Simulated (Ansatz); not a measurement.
A calculation with Ansatz (development build ahead of 0.2.0).

```yaml
crystal:
  periodic: [false, false, false]
  atoms:
    - { symbol: Si, position_ang: [0.0, 0.0, 0.0] }
    - { symbol: C, position_ang: [0.0, 0.0, 1.718] }
basis:
  gaussian: { orbitals: def2-SVP }
magnetization:
  spin_polarized: true
  initial_magnetization: 2
hamiltonian:
  xc: hf
correlation:
  method: mp2
  frozen_orbitals: { C: 1, Si: 5 }
scf:
  omitted_lower_state_checks: [starts, atomic_configurations, cluster_reference, orbital_swaps, given_window_search, neighbouring_geometries, increment]
```

The input is written out in the form of the current development build from the run's settings.

Output:

```yaml
Converged: yes
Reference_energy: -326.49605 hartree
Correlation_energy: -0.12634 hartree
Total_energy: -326.62239 hartree
Spin_squared_of_the_determinant: 2.532
Stability_test: minimum
Occupied_orbitals_by_symmetry_in_an_Abelian_subgroup_alpha;_beta: 7 A1 2 B1 2 B2; 6 A1 2 B1 1 B2
```

Messages of the program:
```
mean field -8884.41012964 eV, -326.4960501947 hartree, gradient 2.7e-6 eV, S^2 2.531756; 0 other ends of a descent, 0 dependent functions left out
```

Caution: the unrestricted determinant is spin contaminated.
